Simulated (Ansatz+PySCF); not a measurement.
Values are calculated unless marked as measured or tabulated.
Input for Ansatz (development build ahead of 0.2.0):

```yaml
crystal:
  periodic: [false, false, false]
  atoms:
    - { symbol: H, position_ang: [0.0, 0.0, -1.49606] }
    - { symbol: C, position_ang: [0.0, 0.0, -0.47375] }
    - { symbol: O, position_ang: [0.0, 0.0, 0.54232] }
basis:
  gaussian: { orbitals: def2-SVP }
total_charge: 1
magnetization:
  spin_polarized: true
hamiltonian:
  xc: hf
correlation:
  method: mp2
  frozen_orbitals: { C: 1, H: 0, O: 1 }
scf:
  omitted_lower_state_checks: [starts, atomic_configurations, cluster_reference, orbital_swaps, given_window_search, neighbouring_geometries, increment]
```

The input is written out in the form of the current development build from the run's settings.

Results

- Converged: yes
- Reference energy: -112.85631 hartree
- Correlation energy: -0.27989 hartree
- Total energy: -113.13621 hartree
- Spin squared of the determinant: 0.000
- Stability test: minimum
